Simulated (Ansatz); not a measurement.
# CHNS: the cost of one run

Program: Ansatz 0.2.0. Level of theory: DFT B2PLYP, Gaussian basis cc-pV(T+d)Z. These are calculated values, not measurements.

## 1. The structure to begin with

Bond lengths: H1–S2 1.340 Å, S2–N3 1.660 Å, N3–C4 1.180 Å. Angles: H1–S2–N3 96.0°, S2–N3–C4 173.0°.

Coordinates:

```xyz
4

H    -1.1581   -1.1129    0.0000
S     0.1819   -1.1129    0.0000
N     0.3554    0.5380    0.0000
C     0.6208    1.6878    0.0000
```

## 2. Relaxing the atoms: CHNS

Contents of input.yaml:

```yaml
relax:
  f_tol: 0.0002
  max_steps: 200
crystal:
  periodic: [false, false, false]
  atoms:
    - { symbol: H, position_ang: [-1.158119, -1.112892, 0.0] }
    - { symbol: S, position_ang: [0.181881, -1.112892, 0.0] }
    - { symbol: "N", position_ang: [0.355398, 0.538014, 0.0] }
    - { symbol: C, position_ang: [0.62084, 1.687771, 0.0] }
basis:
  gaussian: { orbitals: "cc-pV(T+d)Z.json" }
hamiltonian:
  xc: { name: B2PLYP }
accuracy: high
```

Run with:

```console
$ ansatz run input.yaml --threads 4 --pin off --max-ram 6144MiB --backend cpu --events-out ev --progress --plain --runs-dir out
```

Q: Estimate wall time and peak memory on 4 threads of Arm Neoverse V2, shared host.

About 37 s, with a peak of 0.52 GiB.
